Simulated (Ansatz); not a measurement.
Relaxation of BClH6Si (9 atoms, charge 0, multiplicity 1), to a largest force component of 0.03 eV/Å in at most 50 steps.

Computed with RKS r2SCAN/def2-SVP (Ansatz 0.2.0).

```xyz
9
Properties=species:S:1:pos:R:3
B 0.000 -0.419 0.014
H -0.024 -0.777 1.154
Cl 1.517 -0.546 -0.884
H -1.000 -0.185 -0.624
Si 0.507 2.504 1.068
H 1.744 2.592 1.898
H 0.763 3.003 -0.310
H -0.602 3.271 1.704
H 0.103 1.081 0.974
```

Where does it end, and by what steps?

The forces met the threshold. After 8 steps the energy has fallen by 0.081 eV; Cl3 moved furthest, 0.39 Å.

| step | energy less start (eV) | largest force component (eV/Å) | accepted |
| --- | --- | --- | --- |
| 0 | 0.0000 | 0.638 | yes |
| 1 | -0.0539 | 0.168 | yes |
| 2 | -0.0563 | 0.153 | yes |
| 3 | -0.0604 | 0.085 | yes |
| 4 | -0.0671 | 0.043 | yes |
| 5 | -0.0728 | 0.191 | yes |
| 6 | -0.0797 | 0.061 | yes |
| 7 | -0.0802 | 0.037 | yes |
| 8 | -0.0806 | 0.025 | yes |

```xyz
9
Properties=species:S:1:pos:R:3
B 0.056 -0.418 0.059
H -0.037 -0.984 1.117
Cl 1.674 -0.277 -0.650
H -0.883 -0.167 -0.650
Si 0.455 2.500 1.021
H 1.776 2.289 1.674
H 0.609 2.957 -0.386
H -0.382 3.455 1.804
H -0.261 1.170 1.006
```

Whether the end is a true minimum wasn't checked by a vibrational analysis.

Run time: 29 s on 2 threads of Arm Neoverse V1, on a shared host, peak memory 0.16 GiB.
